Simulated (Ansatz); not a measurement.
**One elementary step**

Start structure (CH$_{9}$NSi, singlet), relaxed at PBE0-D4/def2-TZVP:

Si1  (-1.662, 0.898, -0.463)
H2  (-0.500, 1.817, -0.381)
H3  (-1.371, -0.299, -1.289)
H4  (-2.203, 0.548, 0.872)
H5  (-2.743, 1.649, -1.176)
H6  (0.736, -0.035, 1.675)
N7  (0.462, -0.532, 0.836)
C8  (1.571, -0.638, -0.096)
H9  (0.139, -1.447, 1.124)
H10  (1.879, 0.363, -0.404)
H11  (1.237, -1.162, -0.994)
H12  (2.454, -1.161, 0.295)
(Å)

The step: CH₅N ([CH3][NH2]) + SiH₄ → CH₇NSi ([CH3][NH][SiH3]) + H₂; bonds formed: Si1–N7, H2–H6; bonds broken: Si1–H2, H6–N7. Program: Ansatz 0.2.0. Basis: def2-TZVPP and def2-QZVPP. Cores are frozen in the correlated methods. Extrapolation: Hartree–Fock as exp(−7.88 √X), correlation as X^−2.97. Energies below are by CCSD(T) at an estimated basis limit (MP2 extrapolated from triple and quadruple zeta, plus CCSD(T) − MP2 in triple zeta).

Problem. What are the electronic barrier and the energy of the step, from the start structure to the end structure? (An estimate is asked for; the value comes from the calculation.)

Solution. By the calculation: Barrier 1.882 eV; step energy -0.155 eV (downhill); reverse barrier, their difference, 2.036 eV. Barrier and step energy count from the start structure, the reverse barrier from the end structure.

The saddle point: One imaginary mode of 1347i cm⁻¹.
```
  pair  start (Å)  saddle (Å)  end (Å)
Si1–N7       2.87        1.87     1.72
 H2–H6       3.03        1.16     0.75
Si1–H2       1.48        1.91     4.26
 H6–N7       1.01        1.20     2.64
```

Zero-point energy (harmonic, PBE0-D4): ZPE is 2.659 eV at the start and 2.539 eV at the saddle, so the barrier goes from 1.882 to 1.761 eV.

No T1 diagnostic of these runs exceeds 0.012.

Labels in which every atom is bracketed show which atoms are joined, not bond orders.

For scale, one of the runs: CCSD(T)/def2-TZVPP, 230 basis functions, launched by `ansatz run in.yaml --threads 4 --pin off --events-out ev --progress --plain --max-ram 9574MiB`. The run took 58 s on 4 CPU threads of an Arm Neoverse V1 (shared host), with 3.9 GiB of host memory at its peak.
